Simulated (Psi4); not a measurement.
# doublet C4H10S+: levels of theory compared

We compute a comparison of 5 runs (UHF/STO-3G, UHF/3-21G, UB3LYP/6-31G*, UTPSSh/6-31G*) of doublet C4H10S+. 

The calculation is run with Psi4 1.11.

## (1) The system as given

C4H10S+ has 15 atoms, charge +1, and is taken as a doublet. As SMILES of the parent species, `CCSCC`. The coordinates come from a PBE0-D4/def2-TZVP relaxation. This is one conformer, not always the lowest. That shape belongs to the parent species and isn't relaxed for this state.

Bond lengths: C1–C2 1.515 Å, C2–S3 1.806 Å, S3–C4 1.806 Å, C4–C5 1.515 Å, C1–H6 1.092 Å, C1–H7 1.094 Å, C1–H8 1.092 Å, C2–H9 1.093 Å, C2–H10 1.093 Å, C4–H11 1.093 Å, C4–H12 1.093 Å, C5–H13 1.092 Å, C5–H14 1.092 Å, C5–H15 1.094 Å. Some angles: C1–C2–S3 114.8°, C2–S3–C4 102.2°, S3–C4–C5 114.8°, C1–C2–H9 110.6°, C1–C2–H10 111.2°, S3–C2–H9 103.6°, S3–C2–H10 109.5°, C2–C1–H6 110.9°, C2–C1–H7 110.4°, C2–C1–H8 111.6°.

## (2) Energy and forces at UHF/STO-3G (run 1)

job.py

```python
import psi4

psi4.set_memory(1600000000)
psi4.set_num_threads(1)
psi4.set_output_file('c4h10s.out', False)

m = psi4.geometry("""
1 2
C     -1.973500     0.077200    -0.225200
C     -0.909300    -0.781100    -0.878900
S      0.234800    -1.576900     0.269900
C      1.046600    -0.160100     1.041900
C      1.852100     0.706000     0.094600
H     -2.543000    -0.499300     0.506200
H     -2.666800     0.464900    -0.977100
H     -1.537200     0.936200     0.289400
H     -1.365700    -1.620400    -1.409900
H     -0.344200    -0.212900    -1.622000
H      0.307100     0.431800     1.587200
H      1.697200    -0.614700     1.793500
H      2.597900     0.111800    -0.436800
H      1.214400     1.189000    -0.649100
H      2.367900     1.497700     0.645600
symmetry c1
""")

options = {'basis': 'STO-3G', 'reference': 'uhf', 'puream': True, 'e_convergence': 1e-09, 'd_convergence': 1e-08, 'scf_type': 'pk', 'maxiter': 200}
psi4.set_options(options)

energy_value, wavefunction = psi4.gradient("hf", molecule=m, return_wfn=True)
psi4.oeprop(wavefunction, "LOWDIN_CHARGES", "DIPOLE", "MAYER_INDICES")
print('gradient / Eh bohr^-1')
print(energy_value.np.round(6))
print(f'energy = {wavefunction.energy():.10f} Eh')
for k, v in sorted(psi4.core.scalar_variables().items()):
    print(f'{k:45s} {v:18.10f}')
```

Launch:

```console
python job.py
```

c4h10s.out:

```text
[...]
  Running in c1 symmetry.
[...]
  Nuclear repulsion =  240.363205626607254
[...]
  Multiplicity = 2
[...]
  Nalpha       = 25
  Nbeta        = 24
[...]
    Number of basis functions: 39
[...]
   @UHF iter   1:  -548.39026796048472   -4.08554e+00   6.81829e-03 ADIIS/DIIS
[...]
   @UHF iter  14:  -548.44884402674450    1.13687e-13   3.97694e-09 DIIS
[...]
   @S^2 Observed:                7.594240792E-01
[...]
  @UHF Final Energy:  -548.44884402674450
   => Energetics <=
    Nuclear Repulsion Energy =            240.3632056266072539
    One-Electron Energy =               -1220.0894931032598834
    Two-Electron Energy =                 431.2774434499081053
    Total Energy =                       -548.4488440267444957
  UHF NO Occupations:
  HONO-2 :   23  A 1.9978177
  HONO-1 :   24  A 1.9978076
[...]
  -Total Gradient:
     Atom            X                  Y                   Z
    ------   -----------------  -----------------  -----------------
       1        0.015490199181    -0.017290227455    -0.022649060898
       2        0.008287180859     0.013129094584     0.036526079589
       3       -0.001040477744     0.006708574975    -0.001165524232
       4       -0.009871812879    -0.002307620059    -0.038452075239
       5       -0.011035378418    -0.012740273599     0.027778371168
       6       -0.000076746855    -0.002189896272     0.004135163640
       7       -0.006086645296     0.006008356738    -0.000910537828
       8        0.002044867604     0.003507120796     0.003672545467
       9        0.001101814960    -0.003156986088    -0.000746437484
      10       -0.004393586447     0.001382607710    -0.005475907928
      11        0.003487292167     0.004310736692     0.004543605364
      12       -0.000136809827    -0.002940649123     0.001813673684
[...]
 Multipole Moments:
 ------------------------------------------------------------------------------------
     Multipole            Electronic (a.u.)      Nuclear  (a.u.)        Total (a.u.)
 ------------------------------------------------------------------------------------
 L = 1.  Multiply by 2.5417464519 to convert [e a0] to [Debye]
 Dipole X            :          1.0674363           -1.0241502            0.0432861
 Dipole Y            :         -7.1095245            6.8213404           -0.2881841
 Dipole Z            :          1.2106516           -1.1615518            0.0490999
 Magnitude           :                                                    0.2955243
[...]
```

On the terminal:

```text
gradient / Eh bohr^-1
[[ 1.5490e-02 -1.7290e-02 -2.2649e-02]
 [ 8.2870e-03  1.3129e-02  3.6526e-02]
 [-1.0400e-03  6.7090e-03 -1.1660e-03]
 [-9.8720e-03 -2.3080e-03 -3.8452e-02]
 [-1.1035e-02 -1.2740e-02  2.7778e-02]
 [-7.7000e-05 -2.1900e-03  4.1350e-03]
 [-6.0870e-03  6.0080e-03 -9.1100e-04]
 [ 2.0450e-03  3.5070e-03  3.6730e-03]
 [ 1.1020e-03 -3.1570e-03 -7.4600e-04]
 [-4.3940e-03  1.3830e-03 -5.4760e-03]
 [ 3.4870e-03  4.3110e-03  4.5440e-03]
 [-1.3700e-04 -2.9410e-03  1.8140e-03]
 [ 9.3000e-04 -3.2940e-03 -3.2050e-03]
 [-2.7890e-03  1.3840e-03 -4.4890e-03]
 [ 4.0890e-03  7.4890e-03 -1.3750e-03]]
energy = -548.4488440267 Eh
CURRENT ENERGY                                   -548.4488440267
CURRENT REFERENCE ENERGY                         -548.4488440267
DD SOLVATION ENERGY                                 0.0000000000
HF KINETIC ENERGY                                 541.2093302197
HF POTENTIAL ENERGY                             -1089.6581742464
HF TOTAL ENERGY                                  -548.4488440267
HF VIRIAL RATIO                                     2.0133765503
NUCLEAR REPULSION ENERGY                          240.3632056266
ONE-ELECTRON ENERGY                             -1220.0894931033
PCM POLARIZATION ENERGY                             0.0000000000
PE ENERGY                                           0.0000000000
SCF ITERATION ENERGY                             -548.4488440267
SCF ITERATIONS                                     14.0000000000
SCF TOTAL ENERGY                                 -548.4488440267
TWO-ELECTRON ENERGY                               431.2774434499
```

It took 2.4 s on 1 thread of Intel Xeon Platinum 8488C (Sapphire Rapids), shared host; peak memory 0.18 GiB.

## (3) Energy and gradient at UHF/3-21G (run 2)

c4h10s.py

```python
import psi4

psi4.set_memory(1600000000)
psi4.set_num_threads(1)
psi4.core.set_output_file('run.log', False)

m = psi4.geometry("""
1 2
C     -1.973500     0.077200    -0.225200
C     -0.909300    -0.781100    -0.878900
S      0.234800    -1.576900     0.269900
C      1.046600    -0.160100     1.041900
C      1.852100     0.706000     0.094600
H     -2.543000    -0.499300     0.506200
H     -2.666800     0.464900    -0.977100
H     -1.537200     0.936200     0.289400
H     -1.365700    -1.620400    -1.409900
H     -0.344200    -0.212900    -1.622000
H      0.307100     0.431800     1.587200
H      1.697200    -0.614700     1.793500
H      2.597900     0.111800    -0.436800
H      1.214400     1.189000    -0.649100
H      2.367900     1.497700     0.645600
symmetry c1
no_reorient
no_com
""")

psi4.set_options({
    'basis': '3-21G',
    'reference': 'uhf',
    'puream': True,
    'e_convergence': 1e-09,
    'd_convergence': 1e-08,
    'scf_type': 'pk',
    'maxiter': 200,
})

result, w = psi4.gradient('scf', return_wfn=True)
psi4.oeprop(w, 'LOWDIN_CHARGES', 'MAYER_INDICES', 'QUADRUPOLE', title='SCF')
print('gradient / Eh bohr^-1')
print(result.np.round(6))
print(f'energy = {w.energy():.10f} Eh')
```

Launch:

```console
python c4h10s.py
```

run.log:

```text
[...]
  Running in c1 symmetry.
[...]
  Nuclear repulsion =  240.363205626607254
[...]
  Multiplicity = 2
[...]
  Nalpha       = 25
  Nbeta        = 24
[...]
    Number of basis functions: 69
[...]
   @UHF iter   1:  -551.61370423292578   -4.12328e-01   4.84886e-03 DIIS/ADIIS
[...]
   @UHF iter  15:  -551.70231029780825   -2.04636e-12   3.82391e-09 DIIS
[...]
   @S^2 Observed:                7.589666461E-01
[...]
    Orbital Energies [Eh]
    ---------------------
    Alpha Occupied:
       1A    -91.625826     2A    -11.420775     3A    -11.420561
       4A    -11.353450     5A    -11.353407     6A     -9.225148
       7A     -6.912179     8A     -6.896049     9A     -6.893019
      10A     -1.374834    11A     -1.245640    12A     -1.172451
      13A     -1.069455    14A     -0.999177    15A     -0.859522
      16A     -0.859254    17A     -0.785225    18A     -0.785058
      19A     -0.774657    20A     -0.726971    21A     -0.707075
      22A     -0.697774    23A     -0.674880    24A     -0.664464
      25A     -0.659912
    Alpha Virtual:
[...]
  @UHF Final Energy:  -551.70231029780825
   => Energetics <=
    Nuclear Repulsion Energy =            240.3632056266072539
    One-Electron Energy =               -1222.7706552275785725
    Two-Electron Energy =                 430.7051393031630369
    Total Energy =                       -551.7023102978082534
  UHF NO Occupations:
  HONO-2 :   23  A 1.9983661
  HONO-1 :   24  A 1.9979989
[...]
  -Total Gradient:
     Atom            X                  Y                   Z
    ------   -----------------  -----------------  -----------------
       1        0.008963044210    -0.011337549521    -0.020110171035
       2        0.021801670167     0.004979424959     0.049928034559
       3       -0.003259140551     0.021530557171    -0.003683841415
       4       -0.019840582890    -0.017880070949    -0.047794857127
       5       -0.006347463853    -0.006309635516     0.023125456726
       6       -0.000304988415    -0.004068498945     0.005279915587
       7       -0.006728869542     0.005751467660    -0.003268951128
       8        0.003774876030     0.004027355295     0.004354206242
       9       -0.002086925643    -0.007351514372    -0.003602257160
      10       -0.001203121407     0.004431437602    -0.008336280028
      11       -0.000566402347     0.007069952351     0.006405514293
      12        0.003963982614    -0.004882282317     0.005708887739
[...]
```

Standard output:

```text
gradient / Eh bohr^-1
[[ 0.008963 -0.011338 -0.02011 ]
 [ 0.021802  0.004979  0.049928]
 [-0.003259  0.021531 -0.003684]
 [-0.019841 -0.01788  -0.047795]
 [-0.006347 -0.00631   0.023125]
 [-0.000305 -0.004068  0.00528 ]
 [-0.006729  0.005751 -0.003269]
 [ 0.003775  0.004027  0.004354]
 [-0.002087 -0.007352 -0.003602]
 [-0.001203  0.004431 -0.008336]
 [-0.000566  0.00707   0.006406]
 [ 0.003964 -0.004882  0.005709]
 [ 0.001738 -0.005293 -0.003687]
 [-0.004559  0.001136 -0.00522 ]
 [ 0.004655  0.008197  0.000902]]
energy = -551.7023102978 Eh
```

Wall time 3.3 s (1 thread of Intel Xeon Platinum 8488C (Sapphire Rapids), shared host); peak memory 0.22 GiB.

## (4) The energy at UB3LYP/6-31G(d) (spherical functions) (run 3)

job.json

```json
{
 "schema_name": "qcschema_input",
 "schema_version": 1,
 "molecule": {
  "schema_name": "qcschema_molecule",
  "schema_version": 2,
  "symbols": ["C", "C", "S", "C", "C", "H", "H", "H", "H", "H", "H", "H", "H", "H", "H"],
  "geometry": [-3.72937451, 0.14588686, -0.42556632, -1.71832797, -1.47606508, -1.66088029, 0.44370769, -2.97990913, 0.51003708, 1.97778736, -0.30254515, 1.96890565, 3.49996176, 1.33414664, 0.17876809, -4.80557353, -0.94354025, 0.95657936, -5.03952163, 0.87853368, -1.8464514, -2.904887, 1.7691616, 0.54688674, -2.58079897, -3.06211221, -2.66432486, -0.65044373, -0.40232269, -3.06513577, 0.58033489, 0.81598374, 2.99937331, 3.20724318, -1.16161465, 3.3892238, 4.9093195, 0.21127138, -0.82543237, 2.29488341, 2.24688436, -1.22662123, 4.47468249, 2.83024282, 1.22000719],
  "molecular_charge": 1,
  "molecular_multiplicity": 2,
  "fix_symmetry": "c1",
  "fix_com": true,
  "fix_orientation": true
 },
 "driver": "energy",
 "model": {
  "method": "b3lyp",
  "basis": "6-31G*"
 },
 "keywords": {
  "reference": "uks",
  "puream": true,
  "e_convergence": 1e-09,
  "d_convergence": 1e-08,
  "scf_type": "pk",
  "dft_radial_points": 99,
  "dft_spherical_points": 590,
  "maxiter": 200
 }
}
```

Launch:

```console
psi4 --qcschema job.json -n 1 --memory 1600MB
```

stdout:

```text
[...]
  Running in c1 symmetry.
[...]
  Nuclear repulsion =  240.363205614382622
[...]
  Multiplicity = 2
[...]
  Nalpha       = 25
  Nbeta        = 24
[...]
    Number of basis functions: 94
[...]
   @UKS iter   1:  -555.94631010964270    3.20418e-02   9.05346e-03 ADIIS/DIIS
[...]
   @UKS iter  14:  -556.32949661504108   -2.04636e-12   4.56158e-09 DIIS
[...]
   @S^2 Observed:                7.534113645E-01
[...]
    Orbital Energies [Eh]
    ---------------------
    Alpha Occupied:
       1A    -89.163445     2A    -10.420463     3A    -10.420428
       4A    -10.360667     5A    -10.360656     6A     -8.236374
       7A     -6.203936     8A     -6.196189     9A     -6.192077
      10A     -1.072211    11A     -0.971854    12A     -0.913688
      13A     -0.835250    14A     -0.781740    15A     -0.683829
      16A     -0.680933    17A     -0.624096    18A     -0.621928
      19A     -0.618340    20A     -0.577233    21A     -0.557619
      22A     -0.553534    23A     -0.540291    24A     -0.533269
      25A     -0.513917
    Alpha Virtual:
[...]
  @UKS Final Energy:  -556.32949661504108
   => Energetics <=
    Nuclear Repulsion Energy =            240.3632056143826219
    One-Electron Energy =               -1227.3874327526141315
    Two-Electron Energy =                 471.7930360730424013
    DFT Exchange-Correlation Energy =     -41.0983055498520642
    Empirical Dispersion Energy =           0.0000000000000000
    VV10 Nonlocal Energy =                  0.0000000000000000
    Total Energy =                       -556.3294966150410801
[...]
 Multipole Moments:
 ------------------------------------------------------------------------------------
     Multipole            Electronic (a.u.)      Nuclear  (a.u.)        Total (a.u.)
 ------------------------------------------------------------------------------------
 L = 1.  Multiply by 2.5417464519 to convert [e a0] to [Debye]
 Dipole X            :         -6.6255060            6.7648415            0.1393355
 Dipole Y            :         45.3343612          -46.2875187           -0.9531575
 Dipole Z            :         -7.8472094            8.0120608            0.1648514
 Magnitude           :                                                    0.9772920
[...]
```

The result, in JSON:

```text
{
 "driver": "energy",
 "model": {
  "method": "b3lyp",
  "basis": "6-31G*"
 },
 "success": true,
 "return_result": -556.3294966150411,
 "properties": {
  "calcinfo_nbasis": 94,
  "calcinfo_nmo": 94,
  "calcinfo_nalpha": 25,
  "calcinfo_nbeta": 24,
  "calcinfo_natom": 15,
  "nuclear_repulsion_energy": 240.36320561438262,
  "return_energy": -556.3294966150411,
  "scf_one_electron_energy": -1227.3874327526141,
  "scf_two_electron_energy": 471.7930360730424,
  "scf_xc_energy": -41.098305549852064,
  "scf_dipole_moment": [0.139335487625738, -0.9531574867448143, 0.16485141519579116],
  "scf_total_energy": -556.3294966150411,
  "scf_iterations": 14
 }
}
```

Wall time 53 s (1 thread of Intel Xeon Platinum 8488C (Sapphire Rapids), shared host); peak memory 0.87 GiB.

Run 4 isn't shown in full; the table further down has it.

## (5) Energy and gradient at UB3LYP/6-31G(d) (Cartesian functions) (run 5)

c4h10s.xyz

```xyz
15
C4H10S
C     -1.973500     0.077200    -0.225200
C     -0.909300    -0.781100    -0.878900
S      0.234800    -1.576900     0.269900
C      1.046600    -0.160100     1.041900
C      1.852100     0.706000     0.094600
H     -2.543000    -0.499300     0.506200
H     -2.666800     0.464900    -0.977100
H     -1.537200     0.936200     0.289400
H     -1.365700    -1.620400    -1.409900
H     -0.344200    -0.212900    -1.622000
H      0.307100     0.431800     1.587200
H      1.697200    -0.614700     1.793500
H      2.597900     0.111800    -0.436800
H      1.214400     1.189000    -0.649100
H      2.367900     1.497700     0.645600
```

job.py

```python
import psi4

psi4.set_memory(1600000000)
psi4.set_num_threads(1)
psi4.set_output_file('run.log', False)

with open('c4h10s.xyz') as f:
    atoms = ''.join(f.readlines()[2:])
m = psi4.geometry('1 2\n' + atoms + 'symmetry c1')

psi4.set_options({
    'reference': 'uks',
    'puream': False,
    'e_convergence': 1e-09,
    'd_convergence': 1e-08,
    'scf_type': 'pk',
    'dft_radial_points': 99,
    'dft_spherical_points': 590,
    'maxiter': 200,
})

e_tot, wfn = psi4.gradient("b3lyp/6-31G*", return_wfn=True)
psi4.oeprop(wfn, "QUADRUPOLE", "LOWDIN_CHARGES", "MULLIKEN_CHARGES", title="B3LYP")
print('gradient / Eh bohr^-1')
print(e_tot.np.round(6))
print(f'energy = {wfn.energy():.10f} Eh')
```

Launch:

```console
python job.py
```

run.log:

```text
[...]
  Running in c1 symmetry.
[...]
  Nuclear repulsion =  240.363205626607254
[...]
  Multiplicity = 2
[...]
  Nalpha       = 25
  Nbeta        = 24
[...]
    Number of basis functions: 99
[...]
   @UKS iter   1:  -555.95201943082543    2.82316e-02   8.71320e-03 ADIIS/DIIS
[...]
   @UKS iter  14:  -556.33511819530361   -3.41061e-12   3.96327e-09 DIIS
[...]
   @S^2 Observed:                7.534083602E-01
[...]
  @UKS Final Energy:  -556.33511819530361
   => Energetics <=
    Nuclear Repulsion Energy =            240.3632056266072539
    One-Electron Energy =               -1227.2971972930195079
    Two-Electron Energy =                 471.6556852228353591
    DFT Exchange-Correlation Energy =     -41.0568117517267197
    Empirical Dispersion Energy =           0.0000000000000000
    VV10 Nonlocal Energy =                  0.0000000000000000
    Total Energy =                       -556.3351181953036075
[...]
  -Total Gradient:
     Atom            X                  Y                   Z
    ------   -----------------  -----------------  -----------------
       1        0.004408871907    -0.008022087669    -0.014663987132
       2        0.006317266199     0.012766452741     0.015854252454
       3        0.001073681365    -0.007272346636     0.001225611272
       4       -0.008906151494     0.004599390086    -0.018877696627
       5       -0.002672516389    -0.003780241409     0.016680153100
       6        0.003118042056     0.000078131588    -0.000007898702
       7       -0.001557083021     0.002730147798     0.002631455286
       8        0.000499635078    -0.002053335332     0.000241356939
       9        0.000422267309     0.001430424863     0.001097845477
      10       -0.006341564354    -0.001298601511    -0.000536229978
      11        0.006371977674     0.000842328769     0.000645144191
      12       -0.000719488548     0.000797474878    -0.001455472899
[...]
  Mulliken Charges: (a.u.)
   Center  Symbol    Alpha    Beta     Spin     Total
       1     C     3.25804  3.22085  0.03720 -0.47889
       2     C     3.23869  3.26527 -0.02658 -0.50395
       3     S     8.13643  7.22626  0.91018  0.63731
       4     C     3.23867  3.26525 -0.02658 -0.50392
       5     C     3.25803  3.22085  0.03718 -0.47888
       6     H     0.39485  0.39531 -0.00046  0.20984
       7     H     0.38274  0.37798  0.00476  0.23928
       8     H     0.40251  0.40432 -0.00180  0.19317
       9     H     0.36997  0.37030 -0.00033  0.25973
      10     H     0.38499  0.35284  0.03215  0.26217
      11     H     0.38499  0.35286  0.03213  0.26215
[...]
```

The script printed:

```text
gradient / Eh bohr^-1
[[ 4.4090e-03 -8.0220e-03 -1.4664e-02]
 [ 6.3170e-03  1.2766e-02  1.5854e-02]
 [ 1.0740e-03 -7.2720e-03  1.2260e-03]
 [-8.9060e-03  4.5990e-03 -1.8878e-02]
 [-2.6730e-03 -3.7800e-03  1.6680e-02]
 [ 3.1180e-03  7.8000e-05 -8.0000e-06]
 [-1.5570e-03  2.7300e-03  2.6310e-03]
 [ 5.0000e-04 -2.0530e-03  2.4100e-04]
 [ 4.2200e-04  1.4300e-03  1.0980e-03]
 [-6.3420e-03 -1.2990e-03 -5.3600e-04]
 [ 6.3720e-03  8.4200e-04  6.4500e-04]
 [-7.1900e-04  7.9700e-04 -1.4550e-03]
 [-2.9860e-03 -8.1900e-04  1.2800e-04]
 [ 1.1200e-04 -2.0770e-03  4.7700e-04]
 [ 8.5800e-04  2.0790e-03 -3.4400e-03]]
energy = -556.3351181953 Eh
```

Wall time 66 s (1 thread of Intel Xeon Platinum 8488C (Sapphire Rapids), shared host); peak memory 0.83 GiB.

## (6) The series

```csv
run,level,task,integration grid,energy (Eh),HOMO energy (eV),LUMO energy (eV),⟨S²⟩,wall time
1,UHF/STO-3G,gradient,–,-548.448844,-16.84,-3.68,0.759,2.4 s
2,UHF/3-21G,gradient,–,-551.702310,-17.63,-6.26,0.759,3.3 s
3,UB3LYP/6-31G* (spherical functions),energy,99 radial × 590 angular,-556.329497,-13.98,-10.77,0.753,53 s
4,UTPSSh/6-31G* (spherical functions),gradient,99 radial × 590 angular,-556.348574,-13.59,-10.96,0.754,2.5 min
5,UB3LYP/6-31G* (Cartesian functions),gradient,99 radial × 590 angular,-556.335118,-13.98,-10.77,0.753,66 s
```

## (7) Summary of results

```
                                 quantity          value
                      run 5: total energy  -556.33512 Eh
run 5: HOMO energy (highest over α and β)      -13.98 eV
 run 5: LUMO energy (lowest over α and β)      -10.77 eV
                              run 5: ⟨S²⟩          0.753
          run 5: largest force on an atom     1.099 eV/Å
```

What this shows: Totals of different functionals can't be ranked against each other. In run 1 the basis is minimal, so the values are rough. All runs together took 4.6 min, the longest 2.5 min.
